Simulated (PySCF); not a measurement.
Exercise with solution: chemical shift, span and skew from a shielding tensor

benzene (C₆H₆), SMILES c1ccccc1. Atoms are numbered in the order given.

```xyz
12

C     -1.3987     0.0000     0.0000
C     -0.6994    -1.2113     0.0000
C      0.6994    -1.2113     0.0000
C      1.3987     0.0000     0.0000
C      0.6994     1.2113     0.0000
C     -0.6994     1.2113     0.0000
H     -2.4929     0.0000     0.0000
H     -1.2465    -2.1589     0.0000
H      1.2465    -2.1589     0.0000
H      2.4929     0.0000     0.0000
H      1.2465     2.1589     0.0000
H     -1.2465     2.1589     0.0000
```
Charge 0, spin multiplicity 1.

Geometry: r2SCAN-D4/def2-SVP.

GIAO shieldings from B3LYP/pcSseg-1 (PySCF), non-relativistic, no solvent. The symmetric part of the tensor of C1 has the principal values -70.4, 32.9, 169.1 ppm. The same nucleus in TMS has σ = 181.3 ppm at this level (PySCF, at its B3LYP-D3(BJ)/def2-TZVP geometry).

Task: Work out the isotropic shielding, the ¹³C shift against TMS, the span and the skew.

Result: 
σ(iso) = (σ11 + σ22 + σ33)/3 = 43.9 ppm. δ = σ(ref) − σ(iso) = 181.3 − (43.9) = 137.4 ppm.
Span Ω = σ33 − σ11 = 239.5 ppm. Skew κ = 3(σ(iso) − σ22)/Ω = 0.14. Tumbling in solution averages the tensor to δ; in a static solid the shielding alone would spread this spin-1/2 line over Ω.
